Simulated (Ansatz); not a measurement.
Two isomers of C3H5N: A = `CC1=CN1`, B = `CC=C=N`.

Program: Ansatz. Geometries: PBE0-D4/def2-TZVP. ΔE: electronic, gas phase. CCSD(T)/CBS adds triple-zeta CCSD(T) − MP2 to the extrapolated MP2 energy (def2 sets, frozen cores). DFT in def2-TZVPP. B3LYP here is the variant with VWN-RPA as its local correlation; programs differ in this. One conformer a species, not always the lowest.

A:

```xyz
9

C     0.1576    1.1354    0.5993
C    -0.1077   -0.1652   -0.0017
C    -0.7520   -1.2179   -0.3085
N     0.7218   -1.2460   -0.6255
H     0.9674    1.0410    1.3296
H     0.4883    1.8521   -0.1586
H    -0.7302    1.5300    1.0947
H    -1.5770   -1.9049   -0.3091
H     0.8319   -1.0245   -1.6201
```

B:

```xyz
9

C    -0.622    1.026   -0.500
C     0.519    0.070   -0.328
C     0.562   -0.856    0.591
N     0.653   -1.638    1.526
H    -1.084    0.920   -1.486
H    -1.394    0.859    0.253
H    -0.281    2.061   -0.407
H     1.367    0.128   -1.003
H     0.280   -2.570    1.354
```

Question: Which isomer does CCSD(T)/CBS put lower? Give the gap. (An estimate is asked.)

Answer: Ansatz gave: B, by 191.3 kJ/mol.

Question: Give E(B) − E(A) in kJ/mol with HF/def2-TZVPP, MP2/def2-TZVPP, B3LYP-D4, B3LYP, CCSD/def2-TZVPP, LDA (SPW92), CCSD(T)/def2-TZVPP. (Best estimate.)

Answer: Computed: HF/def2-TZVPP -222.0, MP2/def2-TZVPP -191.2, B3LYP-D4 -211.2, B3LYP -212.0, CCSD/def2-TZVPP -198.2, LDA (SPW92) -192.7, CCSD(T)/def2-TZVPP -196.3. None reverses the order clearly.

Question: Does the order hold for the free energy at 298.15 K (harmonic terms from PBE0-D4)? (An estimate is asked.)

Answer: Computed: Yes: G(B) − G(A) = -190.6 kJ/mol, for one conformer each.

Largest T1 diagnostic: 0.013.

At CCSD(T), def2-SVP lies −9.8 kJ/mol from the extrapolated value and def2-TZVPP −5.0 kJ/mol. From r2SCAN to r2SCAN0 (25 % exact exchange), in def2-TZVPP and without D4, E(B) − E(A) moves by +4.1 kJ/mol.
